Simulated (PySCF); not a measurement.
## MgS: from constants to spectrum

RHF-CCSD(T) constants of MgS, ¹Σ⁺ (singlet), closed shell (basis Mg 6-311G(d,p), S 6-311G(d,p); no relativity; PySCF 2.14; masses 23.9850 and 31.9721 u):

* ωe: 519.7 cm⁻¹
* ωexe: 2.5 cm⁻¹
* Be: 0.25978 cm⁻¹
* αe: 0.00161 cm⁻¹
* D (centrifugal): 2.6e-07 cm⁻¹
* De to Mg + S: 1.65 eV

Problem. Estimate the standard entropy (1 bar) and heat capacity of the ideal gas at 1500 K, rigid rotor with B0 and harmonic oscillator at the fundamental.

Solution. Translation (Sackur–Tetrode, M = 55.96 u): 192.6 J/(mol K). Rotation: q = kT/(σB0) = 4030 with σ = 1, 77.3. Vibration: x = hcν0/kT = 0.494, 14.27. S° = 284.2 J/(mol K); Cp = 7R/2 + 8.15 = 37.2 J/(mol K).

Correlated steps freeze 6 core orbitals. Where the molecule has an RHF reference, its open-shell atoms are computed with UHF. The CCSD T1 diagnostic is raised, a sign that a single reference may not be enough here.
